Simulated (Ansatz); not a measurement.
## Nb, pressure series

Start from Nb in the bcc (W type) structure (space group Im-3m, No. 229; a = 3.2471 Å).

Cell and atoms are relaxed at each pressure.

Calculations: Ansatz (a first-principles code), LDA, PAW, cutoff 420 eV, spin-orbit coupling left out.

```json
[
 {"pressure (GPa)": "-2", "volume per atom (Å³/atom)": "17.303"},
 {"pressure (GPa)": "-1", "volume per atom (Å³/atom)": "?"},
 {"pressure (GPa)": "0", "volume per atom (Å³/atom)": "17.118"},
 {"pressure (GPa)": "0.9", "volume per atom (Å³/atom)": "17.040"},
 {"pressure (GPa)": "2.1", "volume per atom (Å³/atom)": "16.936"},
 {"pressure (GPa)": "4.5", "volume per atom (Å³/atom)": "16.739"},
 {"pressure (GPa)": "9", "volume per atom (Å³/atom)": "16.398"},
 {"pressure (GPa)": "22.5", "volume per atom (Å³/atom)": "15.533"},
 {"pressure (GPa)": "30", "volume per atom (Å³/atom)": "15.126"}
]
```

Q: Fit the third-order Birch–Murnaghan form P(V) = (3B₀/2)[(V₀/V)^(7/3) − (V₀/V)^(5/3)]·[1 + (3/4)(B₀′ − 4)((V₀/V)^(2/3) − 1)] (squares taken in P) to the rows shown and predict the withheld row.

A: Least squares on the printed values gives V₀ = 17.119 Å³/atom, B₀ = 193 GPa, B₀′ = 3.7; this predicts 17.208 Å³/atom, and the run gives 17.210 Å³/atom, 0.002 higher.

Measured bulk modulus of Nb: 173.2 GPa (static lattice; corrected from measurement; as listed in Daniel Mejia-Rodriguez, S. B. Trickey, Phys. Rev. B (2018)); the computed value is 12 % above it.

Load acts through the strain it causes; cell and atoms are relaxed under it. Stability against distortions was not tested. No other phases were tried under pressure. The final runs are not spin-polarised.
